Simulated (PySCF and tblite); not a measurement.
Results of a calculation; reference values are marked as such.
C4H6O, numbered as in [CH:1]#[C:2][O:3][CH2:4][CH3:5].

Geometries PBE0-D3(BJ)/def2-SVP; weights from CAM-B3LYP-D3(BJ)/def2-TZVP (IEF-PCM, chloroform) energies and GFN2-xTB thermal corrections, with symmetry numbers and mirror pairs. Conformers within 3 kcal/mol (GFN2-xTB free energy) were kept, 8 at most. GIAO shieldings: PBE0/pcSseg-1 (IEF-PCM, chloroform). Shifts are against TMS (¹H), TMS (¹³C) at the same level. (PySCF 2.14, tblite 0.8.)

Torsions listed: C2–O3–C4–C5. Of a mirror pair one member is shown.

```csv
conformer,shape,symmetry,E(GFN2) kcal/mol,E(DFT) kcal/mol
1,180°,Cs,0.96,0.00
2,-70°,C1 (pair),0.00,0.26
```

(1) How much do the weights at 298.15 K and the averaged shift of C1 depend on how the conformers are weighted?

Results:

(1) 
```json
{"weighting": "DFT energy with thermal terms, symmetry and mirror images (full scheme)", "1 (%)": "53", "2 (%)": "47", "δ (ppm)": "29.0", "rms dipole (D)": "2.55"}
{"weighting": "DFT energy with symmetry and mirror images", "1 (%)": "44", "2 (%)": "56", "δ (ppm)": "29.2", "rms dipole (D)": "2.55"}
{"weighting": "bare DFT energy", "1 (%)": "61", "2 (%)": "39", "δ (ppm)": "28.8", "rms dipole (D)": "2.54"}
{"weighting": "GFN2-xTB energy with symmetry and mirror images", "1 (%)": "9", "2 (%)": "91", "δ (ppm)": "30.0", "rms dipole (D)": "2.57"}
{"weighting": "GFN2-xTB free energy", "1 (%)": "12", "2 (%)": "88", "δ (ppm)": "29.9", "rms dipole (D)": "2.56"}
{"weighting": "leading conformer alone", "1 (%)": "100", "2 (%)": "0", "δ (ppm)": "28.0", "rms dipole (D)": "2.53"}
{"weighting": "equal weights", "1 (%)": "50", "2 (%)": "50", "δ (ppm)": "29.1", "rms dipole (D)": "2.55"}
```

The largest departure from the full scheme, 1.0 ppm, comes with: leading conformer alone.
